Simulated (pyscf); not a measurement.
H₃C–CH₃ + H₂C=O → H₃C–CH₂–CH₂–OH, an addition across a multiple bond or ene-type step (singlet surface; C–H broken, C–C, H–O formed). Single points on ωB97X-D3(BJ)/def2-SVP structures (PySCF, gas phase). Correlated levels are frozen-core, on RHF or UHF. ΔMP2 is the change of the MP2 total energy from the triple- to the quadruple-zeta basis. Energies in kcal/mol from the separated reactants.

Small-basis levels: PySCF, no dispersion term, spherical d functions. 

Question: Quick HF/6-31G* single points give ΔE‡ = 103.6 kcal/mol and ΔE = -9.9 kcal/mol. What does CCSD(T)/def2-TZVPP + ΔMP2(QZVPP) give, and how far is the quick result from it?

Answer: CCSD(T)/def2-TZVPP + ΔMP2(QZVPP) gives ΔE‡ = 75.1 kcal/mol and ΔE = -18.1 kcal/mol. HF/6-31G* lies 28.5 kcal/mol over it in the barrier and 8.2 kcal/mol over it in the reaction energy, so on this step it does not hold to within 3.0 kcal/mol. CCSD(T)/def2-TZVPP + ΔMP2(QZVPP) has limits of its own. At the saddle there is also a short C–H contact that neither side keeps. One saddle was located; it need not be the lowest between these sides. The CCSD(T) − MP2 part came from Ansatz, without density fitting, on the same reference.
